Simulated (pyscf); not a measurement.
Structures and frequencies: ωB97X-D3(BJ)/def2-SVP in PySCF.

Question: Estimate the classical barrier height and the reaction energy of trichlorosilane (Cl–SiH(Cl)–Cl) + ammonia (NH₃) → H₂N–Si(Cl)(Cl)–Cl + hydrogen (H₂) at M06-2X/def2-TZVP. The step runs on the singlet surface, breaks H–Si, H–N and forms N–Si, H–H; take the separated reactants as zero.

Answer: ΔE‡ = 38.0 kcal/mol, ΔE = -13.9 kcal/mol. ωB97M-D3(BJ)/def2-TZVP gives 37.9 kcal/mol and -11.6 kcal/mol. Zero-point energy shifts the barrier by -1.3 kcal/mol. It is a four-centre exchange, with an imaginary mode of 1533i cm⁻¹. On the reactant side the descent ends in an adduct with a N–Si contact (not fully relaxed), 5.7 kcal/mol under the separated species and 43.2 kcal/mol under the saddle at ωB97X-D3(BJ)/def2-TZVP. What is counted as formed (N–Si) is already present as a longer contact in the reactant adduct; forming that adduct is a step of its own. One saddle was located; it need not be the lowest between these sides.
